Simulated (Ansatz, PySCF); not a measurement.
**Cohesive energy of zinc-blende GaN (metastable phase) at several levels of theory**

No measured value is used here.

```tsv
level (code)	value (eV/atom)	cell (Å³/atom)
LDA (Ansatz)	5.40	11.05
PBE (Ansatz)	4.39	11.76
r²SCAN (Ansatz)	___	11.37
B3LYP (VWN-RPA form) (Ansatz)	4.03	11.68
Hartree–Fock (PySCF)	2.51 ± 0.1	11.47
```

### Question
Fill in the missing entries.

### Answer

- r²SCAN (Ansatz, a quantum-chemistry and plane-wave program), value (eV/atom): 4.46

Free atoms are spin-polarised, in the lowest state found; at levels without +SOC their spin–orbit coupling is left out.  A ± on a computed value is a rough bar: the spread of its extrapolation, a floor set from checks against published values, or a statistical error. Each level is taken at its own relaxed cell. Cutoffs and k meshes differ between the levels. Ansatz's density-functional and Hartree–Fock values are scalar-relativistic unless marked +SOC, with PAW data made under PBE.
